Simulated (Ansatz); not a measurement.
System: fcc Au. Method: r²SCAN+SOC in Ansatz (PAW).

Run with plane-wave cutoff 560 eV, 24×24×24 k mesh, Fermi–Dirac smearing 0.05 eV, PAW data made under PBE.

Computed at the level's own relaxed cell.

**Question.** Give the computed equilibrium volume per atom, bulk modulus B0, lattice constant a and pressure derivative B′ of the bulk modulus.

**Answer.** 
* **equilibrium volume per atom**: 17.37 Å³/atom
* **bulk modulus B0**: 161 GPa
* **lattice constant a**: 4.111 Å
* **pressure derivative B′ of the bulk modulus**: 5.9

The run finds no gap.

Measured, for comparison: equilibrium volume per atom 16.76 Å³/atom, lattice constant a 4.062 Å (static lattice: zero-point anharmonic expansion removed; as tabulated in Mejia-Rodriguez and Trickey (2018), arXiv:1807.09216); bulk modulus 182 GPa (0 K value with the zero-point phonon effect removed, our sources range from 175 to 182; as tabulated in Mejia-Rodriguez and Trickey (2018), arXiv:1807.09216). Computed (rounded) less measured: equilibrium volume per atom +3.6 %, bulk modulus -12 % (-8 % to -12 % over the range), lattice constant a +1.2 %.

Computed values are for the static lattice.

It cost around 12 core-minutes (rough) of CPU time.

Ansatz is an electronic-structure program.
